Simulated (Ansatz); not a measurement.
Two isomers of C3H5N: A = `NC1C=C1`, B = `NC1=CC1`.

Gas-phase electronic energies from Ansatz, PBE0-D4/def2-TZVP geometries. CCSD(T)/CBS adds triple-zeta CCSD(T) − MP2 to the extrapolated MP2 energy (def2 sets, frozen cores). DFT in def2-TZVPP. B3LYP here is the variant with VWN-RPA as its local correlation; programs differ in this. One conformer a species, not always the lowest.

A:

Z-matrix (Å, degrees):
```
C
C 1 1.495
C 1 1.479 2 51.7
N 1 1.440 2 123.5 3 -104.2
H 1 1.090 2 119.8 3 105.8
H 2 1.079 1 148.0 3 175.2
H 3 1.079 1 146.3 2 -175.1
H 4 1.013 1 111.0 2 -96.6
H 4 1.013 1 110.5 2 22.9
```

B:

Z-matrix (Å, degrees):
```
C
C 1 1.480
C 1 1.508 2 51.4
H 1 1.094 2 119.4 3 106.6
H 1 1.094 2 119.4 3 -106.7
N 2 1.351 1 141.5 3 174.8
H 3 1.074 1 145.2 2 -176.6
H 6 1.007 2 117.3 1 168.6
H 6 1.005 2 116.6 1 26.8
```

Which isomer does CCSD(T)/CBS put lower? Give the gap. (An estimate is asked.)

Computed: B, by 17.9 kJ/mol.

Give E(B) − E(A) in kJ/mol with MP2/def2-TZVPP, PBE0-D4, LDA (SPW92), B3LYP, CCSD(T)/def2-TZVPP, CCSD(T)/def2-SVP, B3LYP-D4. (Estimate.)

Ansatz gave: MP2/def2-TZVPP -22.9, PBE0-D4 -31.5, LDA (SPW92) -37.6, B3LYP -30.1, CCSD(T)/def2-TZVPP -19.7, CCSD(T)/def2-SVP -24.4, B3LYP-D4 -29.6. None reverses the order clearly.

Does the order hold for the free energy at 298.15 K (harmonic terms from PBE0-D4)? (Estimate.)

The calculation gave: Yes: G(B) − G(A) = -17.1 kJ/mol, for one conformer each.

Largest T1 diagnostic: 0.011.

Leaving LDA and LC-ωPBE aside and taking each functional with its dispersion term where it has one, the values, not all of them listed here, spread over 8.2 kJ/mol, from PBE-D4 to ωB97M-V. LDA lies −4.6 kJ/mol from PBE without D4. At CCSD(T), def2-SVP lies −6.5 kJ/mol from the extrapolated value and def2-TZVPP −1.8 kJ/mol.
